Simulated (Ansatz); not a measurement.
# ClH5Si: the cost of one run

All numbers below are computed with Ansatz 0.2.0 (RKS PBE-D4/def2-SVP).

## 1. The starting structure

Bond lengths: Si1–Cl2 2.480 Å, Si1–H3 1.460 Å, Si1–H4 1.459 Å, Si1–H5 1.459 Å. Angles: Cl2–Si1–H3 109.5°, Cl2–Si1–H4 109.5°, Cl2–Si1–H5 109.5°, H3–Si1–H4 109.5°, H3–Si1–H5 109.5°, H4–Si1–H5 109.5°.

Structure file:

```xyz
7

Si    0.0000    0.0000    0.0000
Cl    0.0000    0.0000    2.4800
H     1.3768    0.0000   -0.4862
H    -0.6877    1.1914   -0.4862
H    -0.6877   -1.1914   -0.4862
H    -1.6702    0.0000    0.5550
H    -1.4379    0.0000    1.5063
```

## 2. Pulling towards end A

Springs on the bonds that form and break draw the guess towards this end; the thresholds are loose.

input.yaml reads:

```yaml
crystal:
  periodic: [false, false, false]
  atoms:
    - { symbol: Si, position_ang: [0.0, 0.0, 0.0] }
    - { symbol: Cl, position_ang: [0.0, 0.0, 2.48] }
    - { symbol: H, position_ang: [1.3768, 0.0, -0.4862] }
    - { symbol: H, position_ang: [-0.6877, 1.1914, -0.4862] }
    - { symbol: H, position_ang: [-0.6877, -1.1914, -0.4862] }
    - { symbol: H, position_ang: [-1.6702, 0.0, 0.555] }
    - { symbol: H, position_ang: [-1.4379, 0.0, 1.5063] }
basis:
  gaussian: { orbitals: def2-SVP }
hamiltonian:
  xc: pbe
  dispersion: d4
relax:
  f_tol: 0.15
  max_steps: 25
  restrain:
    - { distance: [0, 5], at: 2.66, k: 30.0 }
    - { distance: [6, 1], at: 2.57, k: 30.0 }
    - { distance: [0, 1], at: 2.13, k: 30.0 }
    - { distance: [6, 5], at: 0.66, k: 30.0 }
```

Run with:

```sh
$ ansatz run input.yaml --threads 1 --pin off --max-ram 2048MiB --backend cpu --events-out ev --progress --plain --runs-dir out
```

What time and memory should one allow on 1 thread of Arm Neoverse V1, shared host?

About 8.8 s, with a peak of 0.11 GiB.
